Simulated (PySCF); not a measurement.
An unknown is described by computed data only.

Formula: C3FN.

| Property | Result |
| --- | --- |
| UV, first state | lowest singlet excitation: 5.39 eV (230 nm, f = 0.000) [TDDFT B3LYP/def2-SVPD] |
| Couplings | largest of the computed one-bond spin–spin couplings (means over like bonds): 19F–13C -413.8, 13C–13C +338.9, 13C–13C +193.8, 15N–13C -22.0 Hz [B3LYP/pcJ-1] |
| 13C NMR | chemical shifts (computed TMS as zero) by class: 109.4 (1 C), 89.4 (1 C), 9.1 (1 C) ppm [GIAO PBE0/pcSseg-1] |
| Polarisability | 40.9 au [B3LYP/def2-SVPD] |
| UV, strongest line | among the 10 lowest singlet transitions: S4/S5 at 7.05 eV (176 nm, f = 0.034 summed over these states) [TDDFT B3LYP/def2-SVPD] |
| Dipole | 3.53 D [B3LYP/def2-SVPD] |
| NMR, other nuclei | isotropic shieldings of nuclei other than C and H, by class: -43 (1 N), 384 (1 F) ppm [GIAO PBE0/pcSseg-1] |
| Rotational structure | rotational constant B (linear): 2.065 GHz [PBE0-D3(BJ)/def2-SVP] |
| Triplet | lowest triplet excitation (Tamm–Dancoff): 4.40 eV [TDA B3LYP/def2-SVPD] |
| Valence photoelectron | vertical ionisation energy: 11.37 eV [ΔSCF B3LYP/def2-SVPD] |

The electronic properties come from PySCF, for the isolated species, density fitting. Levels stand in brackets. Geometry: PBE0-D3(BJ)/def2-SVP; no solvent, vibrations or thermal averaging. NMR values are class means; diastereotopic atoms form classes of their own.

Problem. Give a SMILES that accounts for the data.

Solution. Numbering: `[N:1]#[C:2][C:3]#[C:4][F:5]`. Its formula, C3FN, gives 4 degrees of unsaturation: 0 rings and 4 π bonds in the structure found. 3 carbons fall into 3 classes; from least to most shielded: nitrile carbon [C2] (109.4 ppm), alkyne carbon [C4] (89.4 ppm), alkyne carbon [C3] (9.1 ppm). The other shieldings belong to: -43 ppm, nitrile nitrogen [N1]; 384 ppm, fluorine bonded to C [F5]. The couplings run between: -413.8 Hz, fluorine bonded to C [F5] and alkyne carbon [C4]; +338.9 Hz, alkyne carbon [C3] and alkyne carbon [C4]; +193.8 Hz, nitrile carbon [C2] and alkyne carbon [C3]; -22.0 Hz, nitrile nitrogen [N1] and nitrile carbon [C2]. The optimised geometry has point group C∞v and is a linear rotor. Structure: fluorocyanoacetylene, `N#CC#CF`. The assignments are read from this structure; whether some other isomer fits the data as well wasn't checked.
